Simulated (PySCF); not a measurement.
# dichloromethane: calculation against experiment

**The experiment to reproduce.**

NIST CCCBDB Release 22 (SRD 101), experimental dipoles lists, for the gas: dipole moment (microwave Stark effect, vibrational ground state) 1.62 ± 0.02 D.

The runs below try to reproduce these values; the comparison stands at the end.

Dichloromethane, CH2Cl2.
Numbering: `[Cl:1][CH2:2][Cl:3]` (hydrogens: H4, H5 on C2)

Structure used (GFN2-xTB), in Å, numbered top down from 1:
```
atom  x, y, z in Å
Cl1   -1.4456    0.8679   -0.0476
C2    -0.0009   -0.1561    0.0060
Cl3    1.4777    0.8174   -0.0588
H4    -0.0070   -0.7103    0.9431
H5    -0.0156   -0.8160   -0.8599
```

Runs made with PySCF (gas phase, on this GFN2-xTB geometry; no spin–orbit coupling):

```
        level                                      job  basis functions  wall time
PBE0/pcSseg-1  shieldings, charges and field gradients               75      3.3 s
```

Hardware: one thread, Arm Neoverse V1, on a shared host.

**Comparison with experiment**

**Dipole moment.** Measured: 1.62 D (NIST CCCBDB Release 22 (SRD 101), experimental dipoles).

| level | computed (D) | computed − measured (D) | % (from the printed values) |
| --- | --- | --- | --- |
| PBE0/pcSseg-1 | 1.85 | +0.23 | +14 |

The computed dipoles belong to one fixed geometry; measured ones are averaged over vibrations unless marked μe. Magnitudes are compared, not signs.

No measured geometry was used, and the causes of the misses weren't examined.
